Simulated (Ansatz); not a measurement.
# H6Si2: the cost of one run

Program: Ansatz 0.2.0. Level of theory: RKS r2SCANh/def2-SVP. These are calculated values, not measurements.

**1. The starting structure**

Bond lengths: Si1–Si2 2.420 Å, Si2–H3 1.460 Å, Si2–H4 1.460 Å, Si2–H5 1.460 Å, Si1–H6 1.660 Å, Si1–H7 1.459 Å, Si1–H8 1.459 Å. Angles: Si1–Si2–H3 78.1°, Si1–Si2–H4 130.9°, Si1–Si2–H5 113.2°, H3–Si2–H4 109.4°, H3–Si2–H5 109.4°, H4–Si2–H5 109.4°, Si2–Si1–H6 55.0°, Si2–Si1–H7 122.4°, Si2–Si1–H8 122.4°, H6–Si1–H7 118.9°, H6–Si1–H8 118.9°, H7–Si1–H8 109.5°.

As a file:

```xyz
8

Si    0.0000    0.0000    0.0000
Si    1.3097    0.0000    2.0349
H    -0.0051   -0.4067    2.5222
H     2.3193   -0.9353    2.5222
H     1.6149    1.3420    2.5222
H     1.6588    0.0000    0.0648
H    -0.6877    1.1914   -0.4862
H    -0.6877   -1.1914   -0.4862
```

**2. Pulling towards end A**

Springs on the bonds that form and break draw the guess towards this end; the thresholds are loose.

The input, input.yaml:

```yaml
crystal:
  periodic: [false, false, false]
  atoms:
    - { symbol: Si, position_ang: [0.0, 0.0, 0.0] }
    - { symbol: Si, position_ang: [1.3097, 0.0, 2.0349] }
    - { symbol: H, position_ang: [-0.0051, -0.4067, 2.5222] }
    - { symbol: H, position_ang: [2.3193, -0.9353, 2.5222] }
    - { symbol: H, position_ang: [1.6149, 1.342, 2.5222] }
    - { symbol: H, position_ang: [1.6588, 0.0, 0.0648] }
    - { symbol: H, position_ang: [-0.6877, 1.1914, -0.4862] }
    - { symbol: H, position_ang: [-0.6877, -1.1914, -0.4862] }
basis:
  gaussian: { orbitals: def2-SVP }
hamiltonian:
  xc: r2scanh
relax:
  f_tol: 0.15
  max_steps: 25
  restrain:
    - { distance: [1, 5], at: 2.66, k: 30.0 }
    - { distance: [0, 1], at: 2.22, k: 30.0 }
    - { distance: [0, 5], at: 1.46, k: 30.0 }
```

Command:

```console
> ansatz run input.yaml --threads 1 --pin off --max-ram 2048MiB --backend cpu --events-out ev --progress --plain --runs-dir out
```

Q: Estimate wall time and peak memory on 1 thread of Arm Neoverse V1, shared host.

About 21 s, with a peak of 0.13 GiB.
